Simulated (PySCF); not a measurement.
C5H5Cl.
Atom-mapped SMILES: `[CH3:1]/[CH:2]=[C:3]1[CH:4]=[C:5]\1[Cl:6]`

Definitions: NICS(0) = −σiso at the ring centroid; NICS(1) = −σiso and NICS(1)zz = −σzz at ±1 Å along the ring normal z. Level: GIAO PBE0/pcSseg-1 (PySCF, non-relativistic, gas phase) on the PBE0-D3(BJ)/def2-SVP geometry, one conformer.

Ring bond lengths (Å), with Mayer bond orders in brackets: C3–C4 1.461 (0.81), C4–C5 1.319 (1.59), C5–C3 1.432 (0.85).

Question: Give the NICS values of each ring in ppm.

Answer: 
| ring | type | NICS(0) | NICS(1), two faces | NICS(1)zz, two faces | rms pucker (Å) | centre to ring atoms, mean (Å) |
| --- | --- | --- | --- | --- | --- | --- |
| C3–C4–C5 | 3-membered carbocycle; formal bonds 1 double, 2 single | -23.9 | -6.5 / -6.6 | -8.2 / -8.2 | 0.00 | 0.81 |

Question: What can be read from them?

Answer: 
- C3–C4–C5: mean NICS(1)zz -8.2 ppm, shielded. NICS(0) lies 17 ppm below the mean NICS(1).

Question: What does the geometric index give? HOMA takes Krygowski's 1993 parameters.

Answer: 
- C3–C4–C5: HOMA -0.04 = 1 − EN − GEO, with mean bond length 1.404 Å, EN = α(Ropt − mean)² = 0.067 and GEO = α × variance = 0.970.

Question: Give the inner angles of the rings and the Hirshfeld charges of the ring atoms.

Answer: 
- C3–C4–C5: C3 54.2° (-0.021 e), C4 61.7° (-0.028 e), C5 64.0° (+0.018 e); sum 180.0° against 180° for a flat convex ring.

Question: How do the values depend on the level or the medium?

Answer: 
```csv
level,"NICS(0), C3–C4–C5","mean NICS(1)zz, C3–C4–C5"
"PBE0/pcSseg-1, gas",-23.9,-8.2
"WP04/pcSseg-2, gas",-23.3,-8.1
```

The geometry is the same throughout.
